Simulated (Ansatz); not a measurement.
Species: C2H2O2, SMILES `O=CC=O` (O–C–C–O torsion 180°) (charge 0, multiplicity 1), formula C2H2O2.

How many basis functions does Ansatz (a first-principles code) with frozen-core CCSD(T)/cc-pVTZ // B3LYP-D3(BJ)/def2-TZVP use, how many core orbitals are frozen, and how many electrons are correlated?

148 basis functions and 4 frozen orbitals, which leaves 22 correlated electrons. Core time is of the order of seconds.
